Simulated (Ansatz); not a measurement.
Energy needed to pull apart CH3NSi (SMILES C1=[SiH]N1), singlet, into free ground-state atoms, from the structure below (displaced at random from a GFN2-xTB minimum); no zero-point or spin–orbit terms; open-shell atoms are treated unrestricted, in their ground-state multiplicity.

| atom | x (Å) | y (Å) | z (Å) |
| --- | --- | --- | --- |
| C1 | -0.6200 | -1.0135 | 0.0604 |
| Si2 | 0.6412 | 0.0971 | -0.7414 |
| N3 | -0.2235 | 0.4991 | 0.7735 |
| H4 | -1.6295 | -0.8732 | -0.4804 |
| H5 | 1.7690 | 0.8972 | -1.2988 |
| H6 | 0.1335 | 0.3379 | 1.7660 |

Ansatz 0.2.0; basis: def2-TZVPP; cores frozen in the correlated methods.

```
   method  atomization energy (kJ/mol)
   PBE-D4                         1856
r2SCAN-D4                         1765
   B97M-V                            ?
  PBE0-D4                         1757
  LC-wPBE                         1711
  wB97M-V                         1760
       HF                            ?
      MP2                         1716
     CCSD                         1628
  CCSD(T)                         1692
```

(1) What does HF give? (An estimate is asked for; the value comes from the calculation.)

(2) What does B97M-V give? (An estimate is asked for; the value comes from the calculation.)

The T1 diagnostic stays at or below 0.036. The T1 diagnostic is large here, which may signal multireference character or strong orbital relaxation, so CCSD(T) is less sure. The restricted Hartree–Fock reference is unstable towards an unrestricted one here.

Answers

(1) Computed: 978 kJ/mol, which is about 715 kJ/mol less than CCSD(T)/def2-TZVPP.

(2) By the calculation: 1776 kJ/mol, which is about 83 kJ/mol more than CCSD(T)/def2-TZVPP.

In triple zeta the MP2 and coupled-cluster atomization energies are still short of their basis limit by a few kcal/mol a bond, whereas those of the functionals are nearly converged, so these differences are not deviations from converged CCSD(T).

For scale, one of the runs: CCSD(T)/def2-TZVPP forces, 146 basis functions (an equivalent command: `ansatz run in.yaml --threads 4`). The run took 31 s on 4 CPU threads (shared host), with 1.6 GiB of host memory at its peak.
